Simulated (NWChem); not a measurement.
Everything below was run with NWChem. System: chlorine (Cl₂), charge 0, spin multiplicity 1, at a geometry optimised with PBE0/def2-SVP. Level: CCSD(T)/STO-3G, 10 core orbitals frozen.

NWChem printed:

```
             Northwest Computational Chemistry Package (NWChem) 7.3.0
             --------------------------------------------------------

                                NWChem Input Module
                                -------------------

 Scaling coordinates for geometry "geometry" by  1.889725989
 (inverse scale =  0.529177249)

 Turning off AUTOSYM since
 SYMMETRY directive was detected!

                             Geometry "geometry" -> ""
                             -------------------------

 Output coordinates in angstroms (scale by  1.889725989 to convert to a.u.)

  No.       Tag          Charge          X              Y              Z
 ---- ---------------- ---------- -------------- -------------- --------------
    1 Cl                  17.0000     0.00000000     0.00000000     1.01276800
    2 Cl                  17.0000     0.00000000     0.00000000    -1.01276800

 Effective nuclear repulsion energy (a.u.)      75.5021016466

            Nuclear Dipole moment (a.u.)
            ----------------------------
        X                 Y               Z
 ---------------- ---------------- ----------------
     0.0000000000     0.0000000000     0.0000000000

      Symmetry information
      --------------------

 Group name             D2h
 Group number             26
 Group order               8
 No. of unique centers     1

      Symmetry unique atoms

     1


 Summary of "ao basis" -> "" (spherical)
 ------------------------------------------------------------------------------
       Tag                 Description            Shells   Functions and Types
 ---------------- ------------------------------  ------  ---------------------
 *                           sto-3g                   on all atoms

 Summary of "ao basis" -> "ao basis" (spherical)
 ------------------------------------------------------------------------------
       Tag                 Description            Shells   Functions and Types
 ---------------- ------------------------------  ------  ---------------------
 Cl                          sto-3g                  5        9   3s2p

                                 NWChem SCF Module
                                 -----------------

  ao basis        = "ao basis"
  functions       =    18
  atoms           =     2
  closed shells   =    17
  open shells     =     0
  charge          =   0.00
  wavefunction    = RHF
  use symmetry    = T
  symmetry adapt  = T

 Summary of "ao basis" -> "ao basis" (spherical)
[...]
-------------------------------------------------------------------------

 -----------
 CCSD Energy
 -----------
 Reference energy:            -909.114345794318183
 CCSD corr. energy:             -0.029709345324593
 Total CCSD energy:           -909.144055139642774

 --------------------------------
 Spin Component Scaled (SCS) CCSD
 --------------------------------
 Same spin contribution:                  0.000000000000000
 Same spin scaling factor:                1.130000000000000
 Opposite spin contribution:             -0.029709345324593
 Opposite spin scaling fact.:             1.270000000000000
 SCS-CCSD correlation energy:            -0.037730868562233
 Total SCS-CCSD energy:                -909.152076662880404
 memory            104856220

*********triples calculation*********

nkpass=    1; nvpass=    1; memdrv=            439; memtrn=         229654; memavail=      104856196
 memory available/node                      104856196
 total number of virtual orbitals         1
 number of virtuals per integral pass     1
 number of integral evaluations           1
 number of occupied per triples pass      7
 number of triples passes                 1

 commencing integral evaluation        1 at           0.66
  symmetry use  T
task         5 out of        55 done   9%  at       0.0 secs
task         6 out of        55 done  10%  at       0.0 secs
task         9 out of        55 done  16%  at       0.0 secs
task        11 out of        55 done  20%  at       0.0 secs
task        15 out of        55 done  27%  at       0.0 secs
task        19 out of        55 done  34%  at       0.0 secs
task        20 out of        55 done  36%  at       0.0 secs
task        25 out of        55 done  45%  at       0.0 secs
task        31 out of        55 done  56%  at       0.0 secs
task        33 out of        55 done  60%  at       0.0 secs
task        36 out of        55 done  65%  at       0.0 secs
task        39 out of        55 done  70%  at       0.0 secs
task        43 out of        55 done  78%  at       0.0 secs
task        44 out of        55 done  80%  at       0.0 secs
task        47 out of        55 done  85%  at       0.0 secs
task        50 out of        55 done  90%  at       0.0 secs
task        53 out of        55 done  96%  at       0.0 secs
task        55 out of        55 done 100%  at       0.0 secs
 commencing triples evaluation - blocking       1
 ccsd(t): done        1 out of        1 progress:  100.0%
 Time for integral evaluation pass     1        0.04
 Time for triples evaluation pass      1        0.00

 pseudo-e(mp4)   0.78837591565694E-18
 pseudo-e(mp5)   0.29957818173583E-20
        e(t)     0.79137169747430E-18

 --------------
 CCSD(T) Energy
 --------------
 Reference energy:                    -909.114345794318183

 CCSD corr. energy:                     -0.029709345324593
 T(CCSD) corr. energy:                   0.000000000000000
 Total CCSD+T(CCSD) energy:           -909.144055139642774

 CCSD corr. energy:                     -0.029709345324593
 (T) corr. energy:                       0.000000000000000
 Total CCSD(T) energy:                -909.144055139642774

 routine      calls  cpu(0)   cpu-min  cpu-ave  cpu-max   i/o
 aoccsd          1     0.00     0.00     0.00     0.00    0.00
 iterdrv         1     0.00     0.00     0.00     0.00    0.00
 pampt           9     0.00     0.00     0.00     0.00    0.00
 t2pm            9     0.01     0.01     0.01     0.01    0.00
 sxy             9     0.01     0.01     0.01     0.01    0.00
 ints        24561     0.45     0.45     0.45     0.45    0.00
 t2eri         495     0.03     0.03     0.03     0.03    0.00
 idx2          495     0.04     0.04     0.04     0.04    0.00
 idx34           9     0.00     0.00     0.00     0.00    0.00
 ht2pm           9     0.01     0.01     0.01     0.01    0.00
 itm             9     0.03     0.03     0.03     0.03    0.00
 pdiis           9     0.00     0.00     0.00     0.00    0.00
 triples         1     0.00     0.00     0.00     0.00    0.00
 rdtrpo          1     0.00     0.00     0.00     0.00    0.00
 trpmos          1     0.04     0.04     0.04     0.04    0.00
 trpdrv          1     0.00     0.00     0.00     0.00    0.00
 dovvv         392     0.00     0.00     0.00     0.00    0.00
 doooo         392     0.00     0.00     0.00     0.00    0.00
 tengy         343     0.00     0.00     0.00     0.00    0.00
 Total                 0.62     0.62     0.62     0.62    0.00

 Task  times  cpu:        0.8s     wall:        0.8s

 Total times  cpu:        0.8s     wall:        0.8s
```

Problem. Write an NWChem input that would produce this output.

Solution. Several could match; the one computed here: 
```
start mol
memory heap 100 mb stack 700 mb global 1900 mb
geometry units angstroms nocenter noautoz
  Cl     0.000000     0.000000     1.012768
  Cl     0.000000     0.000000    -1.012768
  symmetry group D2h
end
basis spherical
  * library sto-3g
end
scf
  rhf
  nopen 0
  maxiter 100
  thresh 1e-7
  semidirect memsize 60000000 filesize 0
end
ccsd
  freeze core 10
  maxiter 60
end
task ccsd(t) energy
```
